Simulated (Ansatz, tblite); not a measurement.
**The cluster WS2+: isomers from a random search**

Aim: relax the candidate shapes of the cluster WS2+ that a cheap search turned up, and see how the levels of theory order them.

Method: relaxed with PBE-D4/def2-TZVP, doublet; program: Ansatz 0.2.0, Gaussian basis.

### 1 The starting structure

3 atoms, charge 1, spin multiplicity 2.

Atoms are counted from 1 here; the program's logs count them from 0.

Bond lengths: W1–S2 2.157 Å, W1–S3 2.157 Å. Angles: S2–W1–S3 108.4°.

Coordinates:

```xyz
3

W    -0.39732   -0.74100    0.00135
S     1.74027   -0.45620   -0.05333
S    -1.34295    1.19720    0.05198
```

W takes a core potential in the def2 sets. No spin-orbit coupling is included. The ion is computed in the gas phase, without counter-ions or solvent.

A search from random starts with GFN1-xTB found 3 distinct shapes; 2 go on here. The structure above is candidate A, which lies 0.00 eV above the lowest at that level; B lies 1.27 eV above the lowest at that level.

### 2 Relaxing candidate A

in.yaml reads:

```yaml
crystal:
  periodic: [false, false, false]
  atoms:
    - {symbol: W, position_ang: [-0.397320, -0.741000, 0.001350]}
    - {symbol: S, position_ang: [1.740270, -0.456200, -0.053330]}
    - {symbol: S, position_ang: [-1.342950, 1.197200, 0.051980]}
basis:
  gaussian: {orbitals: def2-TZVP}
total_charge: 1
magnetization: {spin_polarized: true, initial_magnetization: 1}
hamiltonian: {xc: pbe, dispersion: d4}
scf: {lower_state_search: "off"}
output: {orbitals: {seedname: orbitals}}
relax: {f_tol: 0.02, max_steps: 100}
```

Launch:

```bash
$ ansatz run in.yaml --threads 4 --pin off --events-out ev --progress --plain --max-ram 3916MiB
```

What it wrote, cut to the lines that bear on the results:

```text
Functional definition: PBE
  name "PBE"
  cite "Perdew, Burke & Ernzerhof, Phys. Rev. Lett. 77, 3865 (1996) doi:10.1103/PhysRevLett.77.3865"
  parent pbe
[...]
846 factors; their error is unknown
[...]
mean field -23481.98524732 eV, -862.9470411776 hartree, gradient 6.3e-6 eV, S^2 0.811071; 0 other end points of the search recorded, 0 dependent functions left out
[...]
reference -23481.98528339 eV, -862.9470425032 hartree; 23, 22 occupied and 91, 92 virtual orbitals, 846 factors
relax step   1: F+E_penalty+E_count = -23482.08501684 eV  Δ(F+E_penalty+E_count) = +0.000e0 eV  max|allowed force component| = 1.795e0 eV/Å  Δτ_max = 0.0000 Å  (21 SCF iters, accepted)
[...]
relax step   3: F+E_penalty+E_count = -23482.22132283 eV  Δ(F+E_penalty+E_count) = -5.050e-2 eV  max|allowed force component| = 1.722e-1 eV/Å  Δτ_max = 0.0863 Å  (29 SCF iters, accepted)
[...]
relax step   4: F+E_penalty+E_count = -23482.22320025 eV  Δ(F+E_penalty+E_count) = -1.877e-3 eV  max|allowed force component| = 1.694e-2 eV/Å  Δτ_max = 0.0124 Å  (26 SCF iters, accepted)
Total energy: -23482.22323641 eV, -862.9557871153 hartree
Atom 0 at    -0.403706    -0.752909     0.001372 Å, force     0.003542     0.006606    -0.000012 eV/Å
Atom 1 at     1.661119    -0.406088    -0.050528 Å, force    -0.016937     0.004830     0.000524 eV/Å
Atom 2 at    -1.257414     1.158997     0.049157 Å, force     0.013395    -0.011436    -0.000512 eV/Å
Dipole moment:    -0.219520    -0.409403     0.000746 e Å
Checks for a lower state left out: stability, starts, cluster_reference, orbital_swaps, neighbouring_geometries, increment
```

It took 4.4 s on 4 threads of Arm Neoverse V2, shared host.

Relaxation path:

```tsv
step	energy from step 1 (eV)	largest force component (eV/Å)
1	0.0000	1.7953
2	-0.0858	0.9110
3	-0.1363	0.1722
4	-0.1382	0.0169
```

Close pairs (by a distance rule), those that changed most:

```tsv
bond	before (Å)	after (Å)	change (Å)
W1–S3	2.157	2.094	-0.063
W1–S2	2.157	2.094	-0.063
```

### 3 Relaxing candidate B

in.yaml reads:

```yaml
crystal:
  periodic: [false, false, false]
  atoms:
    - {symbol: W, position_ang: [-0.342000, -1.303170, -0.328340]}
    - {symbol: S, position_ang: [0.295740, 0.378600, 1.116510]}
    - {symbol: S, position_ang: [0.046260, 0.924580, -0.788180]}
basis:
  gaussian: {orbitals: def2-TZVP}
total_charge: 1
magnetization: {spin_polarized: true, initial_magnetization: 1}
hamiltonian: {xc: pbe, dispersion: d4}
scf: {lower_state_search: "off"}
output: {orbitals: {seedname: orbitals}}
relax: {f_tol: 0.02, max_steps: 100}
```

Launched as before.

What it wrote, cut to the lines that bear on the results:

```text
Functional definition: PBE
  name "PBE"
  cite "Perdew, Burke & Ernzerhof, Phys. Rev. Lett. 77, 3865 (1996) doi:10.1103/PhysRevLett.77.3865"
  parent pbe
[...]
846 factors; their error is unknown
[...]
mean field -23479.95487251 eV, -862.8724262798 hartree, gradient 6.1e-6 eV, S^2 1.745460; 0 other end points of the search recorded, 0 dependent functions left out
[...]
reference -23479.95490839 eV, -862.8724275981 hartree; 23, 22 occupied and 91, 92 virtual orbitals, 846 factors
relax step   1: F+E_penalty+E_count = -23480.06522564 eV  Δ(F+E_penalty+E_count) = +0.000e0 eV  max|allowed force component| = 1.735e0 eV/Å  Δτ_max = 0.0000 Å  (76 SCF iters, accepted)
[...]
relax step   2: F+E_penalty+E_count = -23480.17868377 eV  Δ(F+E_penalty+E_count) = -1.135e-1 eV  max|allowed force component| = 2.434e-1 eV/Å  Δτ_max = 0.0640 Å  (37 SCF iters, accepted)
[...]
relax step   3: F+E_penalty+E_count = -23480.18059892 eV  Δ(F+E_penalty+E_count) = -1.915e-3 eV  max|allowed force component| = 1.333e-2 eV/Å  Δτ_max = 0.0080 Å  (28 SCF iters, accepted)
Total energy: -23480.18063483 eV, -862.8807228919 hartree
Atom 0 at    -0.325735    -1.241079    -0.312854 Å, force     0.003468     0.013332     0.003201 eV/Å
Atom 1 at     0.291611     0.339032     1.139068 Å, force    -0.002537    -0.004688    -0.007973 eV/Å
Atom 2 at     0.034124     0.902057    -0.826224 Å, force    -0.000932    -0.008643     0.004773 eV/Å
Dipole moment:    -0.055201    -0.228916    -0.058344 e Å
Checks for a lower state left out: stability, starts, cluster_reference, orbital_swaps, neighbouring_geometries, increment
```

Run time: 4.7 s. Hardware: 4 threads of Arm Neoverse V2, shared host.

The steps of the relaxation:

```tsv
step	energy from step 1 (eV)	largest force component (eV/Å)
1	0.0000	1.7346
2	-0.1135	0.2434
3	-0.1154	0.0133
```

Distances of close pairs at the start and the end, largest changes first:

```tsv
bond	before (Å)	after (Å)	change (Å)
W1–S3	2.308	2.233	-0.075
W1–S2	2.307	2.233	-0.074
S2–S3	1.997	2.061	+0.063
```

### 4 The relaxed candidates

```tsv
candidate	point group	bonds (count, mean Å)	energy above the lowest (kcal/mol)
A	C2v	S–W 2, 2.09	0.0
B	C2v	S–W 2, 2.23; S–S 1, 2.06	47.1
```

### 5 Candidate B, GFN1-xTB

Tight binding, by tblite at 300 K electronic temperature and without a spin-polarisation term:

```python
tblite.interface.Calculator('GFN1-xTB', numbers, positions, charge=1, uhf=1).singlepoint()
```

Energy -246.6566 eV; 0.003 s.

### 6 Candidate B, GFN2-xTB

Tight binding, by tblite at 300 K electronic temperature and without a spin-polarisation term:

```python
tblite.interface.Calculator('GFN2-xTB', numbers, positions, charge=1, uhf=1).singlepoint()
```

Energy -227.3723 eV; 0.004 s.

### 7 Candidate B, PBE0-D4/def2-TZVP

start.molden holds the orbitals of an earlier run on this state, given as this run's starting guess.

in.yaml reads:

```yaml
crystal:
  periodic: [false, false, false]
  atoms:
    - {symbol: W, position_ang: [-0.325735, -1.241079, -0.312854]}
    - {symbol: S, position_ang: [0.291611, 0.339032, 1.139068]}
    - {symbol: S, position_ang: [0.034124, 0.902057, -0.826224]}
basis:
  gaussian: {orbitals: def2-TZVP, initial_orbitals: start.molden}
total_charge: 1
magnetization: {spin_polarized: true, initial_magnetization: 1}
hamiltonian: {xc: pbe0, dispersion: d4}
scf: {omitted_lower_state_checks: [starts]}
output: {orbitals: {seedname: orbitals}}
```

Same command.

What it wrote:

```text
Functional definition: PBE0
  name "PBE0"
  cite "Adamo & Barone, J. Chem. Phys. 110, 6158 (1999) doi:10.1063/1.478522"
  cite "Perdew, Burke & Ernzerhof, Phys. Rev. Lett. 77, 3865 (1996) doi:10.1103/PhysRevLett.77.3865"
  parent pbe
  parameter a = 0.25
  parameter kappa = 0.804
  parameter beta = 0.06672455060314922
  exchange = (1 - a)*pbe_x(kappa = kappa, mu = beta*pi^2/3) + a*exact_x
  correlation = pbe_c(beta = beta)
these checks for a lower state are left out or cut short: starts
942 factors; their error is unknown
mean field evaluation 1: about -23479.8935 eV, gradient 8.0e0 eV
mean field evaluation 2: about -23480.0149 eV, gradient 2.8e-1 eV
mean field evaluation 4: about -23480.0780 eV, gradient 1.5e-1 eV
mean field evaluation 8: about -23480.0785 eV, gradient 4.2e-5 eV
mean field -23480.07853684 eV, -862.8769708599 hartree, gradient 1.3e-5 eV, S^2 1.781868; 0 other end points of the search recorded, 0 dependent functions left out
reference -23480.07856408 eV, -862.8769718609 hartree; 23, 22 occupied and 91, 92 virtual orbitals, 942 factors
Total energy: -23480.17097969 eV, -862.8803680720 hartree
Checks for a lower state left out: starts
```

Wall time 5.5 s (4 threads of Arm Neoverse V2, shared host).

HOMO -11.72 eV, LUMO -8.89 eV (over both spins); ⟨S²⟩ 1.782 (pure: 0.75). Doubts: spin contamination.

### 8 Candidate B, PBE-D4/def2-TZVP

Edit in.yaml of step 7 so:

```diff
@@ -10,4 +10,4 @@
 magnetization: {spin_polarized: true, initial_magnetization: 1}
-hamiltonian: {xc: pbe0, dispersion: d4}
+hamiltonian: {xc: pbe, dispersion: d4}
 scf: {omitted_lower_state_checks: [starts]}
-output: {orbitals: {seedname: orbitals}}
+output: {forces: true, orbitals: {seedname: orbitals}}
```

Same command.

What it wrote, cut to the lines that bear on the results:

```text
Functional definition: PBE
  name "PBE"
  cite "Perdew, Burke & Ernzerhof, Phys. Rev. Lett. 77, 3865 (1996) doi:10.1103/PhysRevLett.77.3865"
  parent pbe
[...]
846 factors; their error is unknown
[...]
mean field -23480.07018017 eV, -862.8766637580 hartree, gradient 1.9e-5 eV, S^2 1.608556; 0 other end points of the search recorded, 0 dependent functions left out
[...]
reference -23480.07021608 eV, -862.8766650777 hartree; 23, 22 occupied and 91, 92 virtual orbitals, 846 factors
Total energy: -23480.18063483 eV, -862.8807228920 hartree
Atom 0 at    -0.325735    -1.241079    -0.312854 Å, force     0.003470     0.013332     0.003203 eV/Å
Atom 1 at     0.291611     0.339032     1.139068 Å, force    -0.002538    -0.004692    -0.007972 eV/Å
Atom 2 at     0.034124     0.902057    -0.826224 Å, force    -0.000932    -0.008640     0.004769 eV/Å
Dipole moment:    -0.055201    -0.228916    -0.058344 e Å
Checks for a lower state left out: starts
```

Wall time 1.9 s (4 threads of Arm Neoverse V2, shared host).

From the report: HOMO -10.58 eV, LUMO -9.68 eV (over both spins); ⟨S²⟩ 1.609 (pure: 0.75). Doubts: spin contamination.

### 9 Candidate B, r2SCAN-D4/def2-TZVP

Edit in.yaml of step 8 so:

```diff
@@ -10,4 +10,4 @@
 magnetization: {spin_polarized: true, initial_magnetization: 1}
-hamiltonian: {xc: pbe, dispersion: d4}
+hamiltonian: {xc: r2scan, dispersion: d4}
 scf: {omitted_lower_state_checks: [starts]}
-output: {forces: true, orbitals: {seedname: orbitals}}
+output: {orbitals: {seedname: orbitals}}
```

Same command.

What it wrote, cut to the lines that bear on the results:

```text
Functional definition: r2SCAN
  name "r2SCAN"
  cite "Furness, Kaplan, Ning, Perdew & Sun, J. Phys. Chem. Lett. 11, 8208 (2020) doi:10.1021/acs.jpclett.0c02405"
  cite "Furness, Kaplan, Ning, Perdew & Sun, J. Phys. Chem. Lett. 11, 9248 (2020) doi:10.1021/acs.jpclett.0c03077"
  parent r2scan
[...]
846 factors; their error is unknown
[...]
mean field -23487.58177088 eV, -863.1527096251 hartree, gradient 8.0e-6 eV, S^2 1.784022; 0 other end points of the search recorded, 0 dependent functions left out
reference -23487.58178519 eV, -863.1527101511 hartree; 23, 22 occupied and 91, 92 virtual orbitals, 846 factors
Total energy: -23487.60135684 eV, -863.1534293959 hartree
Checks for a lower state left out: starts
```

Run time: 10 s. Hardware: 4 threads of Arm Neoverse V2, shared host.

From the report: HOMO -10.92 eV, LUMO -9.67 eV (over both spins); ⟨S²⟩ 1.784 (pure: 0.75). Doubts: spin contamination.

### 10 Candidate B, B97M-V/def2-TZVP

Edit in.yaml of step 9 so:

```diff
@@ -10,3 +10,3 @@
 magnetization: {spin_polarized: true, initial_magnetization: 1}
-hamiltonian: {xc: r2scan, dispersion: d4}
+hamiltonian: {xc: {name: B97M-V}}
 scf: {omitted_lower_state_checks: [starts]}
```

Launched as before.

What it wrote, cut to the lines that bear on the results:

```text
Functional definition: B97M-V
  name "B97M-V"
  cite "Mardirossian & Head-Gordon, J. Chem. Phys. 142, 074111 (2015) doi:10.1063/1.4907719"
  cite "Becke, J. Chem. Phys. 107, 8554 (1997) doi:10.1063/1.475007"
  cite "Vydrov & Van Voorhis, J. Chem. Phys. 133, 244103 (2010) doi:10.1063/1.3521275"
  # Of w^i u^j: cxij and so on, Table III.
[...]
  gx(w, u) = cx00 + cx01*u + cx02*u^2 + (cx10 + cx11*u)*w
  gss(w, u) = css00 + css02*u^2 + css10*w + (css32*w^3 + css42*w^4)*u^2
  gos(w, u) = cos00 + cos01*u + cos03*u^3 + cos10*w + cos32*w^3*u^2
[...]
      + integral(e_c_pw_mod_opposite_spin*gos(b97_w_opposite, b97_u_opposite)) + vv10(b, c)
[...]
846 factors; their error is unknown
[...]
mean field -23482.17818923 eV, -862.9541316622 hartree, gradient 3.7e-6 eV, S^2 1.607858; 0 other end points of the search recorded, 0 dependent functions left out
reference -23482.17824109 eV, -862.9541335679 hartree; 23, 22 occupied and 91, 92 virtual orbitals, 846 factors
Total energy: -23482.17824109 eV, -862.9541335679 hartree
Checks for a lower state left out: starts
```

Wall time 7.5 s (4 threads of Arm Neoverse V2, shared host).

Report: HOMO -10.75 eV, LUMO -9.49 eV (over both spins); ⟨S²⟩ 1.608 (pure: 0.75). Doubts: spin contamination.

### 11 Candidate B, ωB97M-V/def2-TZVP

Edit in.yaml of step 10 so:

```diff
@@ -10,3 +10,3 @@
 magnetization: {spin_polarized: true, initial_magnetization: 1}
-hamiltonian: {xc: {name: B97M-V}}
+hamiltonian: {xc: {name: wB97M-V}}
 scf: {omitted_lower_state_checks: [starts]}
```

Same command.

What it wrote, cut to the lines that bear on the results:

```text
Functional definition: wB97M-V
  name "wB97M-V"
  cite "Mardirossian & Head-Gordon, J. Chem. Phys. 144, 214110 (2016) doi:10.1063/1.4952647"
  cite "Becke, J. Chem. Phys. 107, 8554 (1997) doi:10.1063/1.475007"
  cite "Vydrov & Van Voorhis, J. Chem. Phys. 133, 244103 (2010) doi:10.1063/1.3521275"
  # Of w^i u^j: cxij and so on, Table III.
[...]
  gx(w, u) = 1 - cx + cx01*u + cx10*w
  gss(w, u) = css00 + css04*u^4 + css10*w + css20*w^2 + css43*w^4*u^3
  gos(w, u) = cos00 + cos10*w + (cos20 + cos21*u)*w^2 + (cos60 + cos61*u)*w^6
[...]
      + integral(e_c_pw_mod_opposite_spin*gos(b97_w_opposite, b97_u_opposite)) + vv10(b, c)
[...]
896 factors; their error is unknown
162 factors; integrals over basis functions are off by at most 1.5e-5 eV
[...]
mean field -23484.02170794 eV, -863.0218797253 hartree, gradient 4.7e-6 eV, S^2 1.644596; 0 other end points of the search recorded, 0 dependent functions left out
reference -23484.02174889 eV, -863.0218812301 hartree; 23, 22 occupied and 91, 92 virtual orbitals, 896 factors
Total energy: -23484.02174889 eV, -863.0218812301 hartree
Checks for a lower state left out: starts
```

Run time: 25 s. Hardware: 4 threads of Arm Neoverse V2, shared host; peak memory 0.61 GiB.

Report: HOMO -13.83 eV, LUMO -6.82 eV (over both spins); ⟨S²⟩ 1.645 (pure: 0.75). Doubts: spin contamination.

### 12 Candidate B, CCSD(T)/def2-TZVPP

in.yaml reads:

```yaml
crystal:
  periodic: [false, false, false]
  atoms:
    - {symbol: W, position_ang: [-0.325735, -1.241079, -0.312854]}
    - {symbol: S, position_ang: [0.291611, 0.339032, 1.139068]}
    - {symbol: S, position_ang: [0.034124, 0.902057, -0.826224]}
basis:
  gaussian: {orbitals: def2-TZVPP, initial_orbitals: start.molden}
total_charge: 1
magnetization: {spin_polarized: true, initial_magnetization: 1}
correlation: {method: ccsd_t}
scf: {omitted_lower_state_checks: [starts, cluster_reference]}
output: {orbitals: {seedname: orbitals}}
```

Launched as before.

What it wrote, cut to the lines that bear on the results:

```text
Functional definition: HF
  name "HF"
  cite "Fock, Z. Phys. 61, 126 (1930) doi:10.1007/BF01340294"
  parent pbe
[...]
864 factors; integrals over basis functions are off by at most 4.2e-4 eV
[...]
mean field -23434.22048148 eV, -861.1917184091 hartree, gradient 3.3e-6 eV, S^2 2.556347; 0 other end points of the search recorded, 0 dependent functions left out
10 core orbitals not correlated: weight in the atoms' cores, before any rotation towards them, 1.000 or more for the frozen orbitals, at most 0.000 for the correlated occupied ones
reference -23434.22048148 eV, -861.1917184091 hartree; 13, 12 occupied and 117, 118 virtual orbitals, 864 factors
second order -18.63908718 eV of doubles, -0.00000000 eV of singles
cycle   1  -18.19845277 eV  change    4.4e-1 eV  update   1.7e-1
[...]
cycle  28  -19.34933395 eV  change    4.5e-6 eV  update   1.7e-5
perturbative correction -1.30403489 eV, -0.0479223983 hartree
WARN: the results are in doubt because among natural orbitals the method converges to other amplitudes
Total energy: -23454.87385032 eV, -861.9507157146 hartree
In doubt: among natural orbitals the method converges to other amplitudes
Checks for a lower state left out: starts, cluster_reference
```

Wall time 56 s (4 threads of Arm Neoverse V2, shared host); peak memory 1.9 GiB.

Report: Hartree-Fock HOMO -14.15 eV, LUMO -5.15 eV (over both spins); ⟨S²⟩ 2.556 (pure: 0.75); T1 0.067. Doubts: state flagged by the program, large T1 diagnostic, spin contamination.

### 13 B against A

The energies of A at these levels come from its own runs, whose logs aren't repeated here.

```tsv
level	B above A (kcal/mol)	time
GFN1-xTB	+29.2	0.005 s
GFN2-xTB	+3.9	0.007 s
HF/def2-TZVPP†	+26.4	
PBE-D4/def2-TZVP†	+47.1	3.4 s
r2SCAN-D4/def2-TZVP†	+43.1	14 s
B97M-V/def2-TZVP†	+44.8	13 s
PBE0-D4/def2-TZVP†	+40.2	9.5 s
ωB97M-V/def2-TZVP†	+38.4	34 s
MP2/def2-TZVPP†	+39.7	
CCSD/def2-TZVPP†	+44.5	
CCSD(T)/def2-TZVPP†	+48.0	66 s
```

Times add the two runs; a level without a time comes out of a correlated run. † marks a level with a doubtful state (flagged, unstable, out of aufbau order, or strongly spin-contaminated); such levels are left out of the summary. CCSD(T)/def2-TZVPP is no safe reference here (large T1 diagnostic, spin contamination, state flagged by the program).

### 14 Outcome

| quantity | value |
| --- | --- |
| B above A | no level free of doubt |

Every level beyond tight binding has a doubtful state for B or A, so their order isn't settled. A random search of this size may have missed the true lowest shape. Only doublets are compared; another spin may lie lower and prefer another shape.
